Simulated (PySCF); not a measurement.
Atoms are numbered as in `[CH:1]#[C:2][C:3]([CH3:4])([CH3:5])[CH3:6]` (H(Xn): hydrogen on atom n).

GIAO shifts from PySCF on PBE0-D3(BJ)/def2-TZVP geometries (one conformer, non-relativistic, equivalent nuclei averaged), against TMS at the same level and in the same medium; PCM means IEF-PCM chloroform.

Measured (solution, not stated per compound (mostly CDCl3 or CCl4); Pretsch, Buehlmann, Badertscher, Structure Determination of Organic Compounds, 4th ed. (2009)): C2 92.6, C1 66.8, C3 27.4, C4/C5/C6 31.1 ppm.

Problem. Which unscaled values do B97-2/pcSseg-2, gas; WP04/pcSseg-2, PCM; wB97X-D/pcSseg-2, PCM give, and how close are they?

Solution. 
```
   atoms  measured  B97-2/pcSseg-2, gas  WP04/pcSseg-2, PCM  wB97X-D/pcSseg-2, PCM
      C2      92.6                 96.8                94.0                  103.6
      C1      66.8                 71.5                67.6                   75.6
      C3      27.4                 30.7                35.9                   31.1
C4/C5/C6      31.1                 33.4                33.3                   34.2
```

Mean absolute error for ¹³C: B97-2/pcSseg-2, gas 3.6, WP04/pcSseg-2, PCM 3.2, wB97X-D/pcSseg-2, PCM 6.7 ppm.
